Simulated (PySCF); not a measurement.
Computed data sheet: `C1C(C=C)=C1`

C5H6.
Z-matrix (Å and degrees, GFN2-xTB geometry), rows numbered from 1:
```
C 
C   1  1.3321
C   2  1.4193  1  122.90
C   3  1.3086  2  151.98  1  -179.56
C   4  1.4983  3   64.32  2   179.85
H   1  1.0774  2  121.11  3    -0.16
H   1  1.0761  2  121.89  3   179.87
H   2  1.0835  1  120.99  3  -179.82
H   4  1.0617  3  151.39  5  -179.66
H   5  1.0854  3  119.70  4   105.76
H   5  1.0855  3  119.77  4  -105.77
```

Among its groups: C=C double bond and cyclopropene ring.

From GFN2-xTB geometry:

- Point group of the GFN2-xTB geometry: Cs
- Rotational constants A, B, C of the GFN2-xTB geometry: 15.764, 3.603, 2.990 GHz

**PBE0/def2-SVPD ground state and vertical TDDFT (core frozen in the response) (PySCF)**

- Dipole moment: 0.52 D
- HOMO energy: -6.60 eV
- LUMO energy: -1.15 eV
- HOMO–LUMO gap: 5.45 eV
- Lowest singlet excitation: 5.10 eV (243 nm, f = 0.358)
- Strongest line among the 8 lowest singlet transitions: S1 at 5.10 eV (243 nm, f = 0.358)
- Lowest triplet excitation (Tamm–Dancoff): 2.83 eV
- Static isotropic polarisability: 61.9 au
- Electronic spatial extent ⟨r²⟩ about the centre of nuclear charge: 435 bohr²

Monoisotopic mass from the formula: 66.0470 u.

No computed singlet falls in the visible range (750 to 380 nm, 1.65 to 3.26 eV); S1 lies 1.84 eV above its blue end. The principal polarisabilities are 40.2, 56.2 and 89.4 au; their mean is the isotropic value. With B = h/(8π²I), that is 505.379 GHz u Å² over I, the principal moments of inertia are 32.1, 140.3 and 169.0 u Å² (most abundant isotopes); the inertial defect Ic − Ia − Ib is -3.4 u Å² (zero for a rigid planar frame, negative otherwise). The dipole matches unit charges of opposite sign 0.11 Å apart (1 e·Å = 4.8032 D). The largest Löwdin shares of the HOMO are 0.26 on C4, 0.19 on C3, 0.17 on C1 and 0.12 on C5. The largest Löwdin shares of the LUMO are 0.28 on C1, 0.23 on C4, 0.18 on C2 and 0.15 on C3.

One conformer (not necessarily the lowest) at the GFN2-xTB geometry, without solvent, vibrations or thermal averaging.
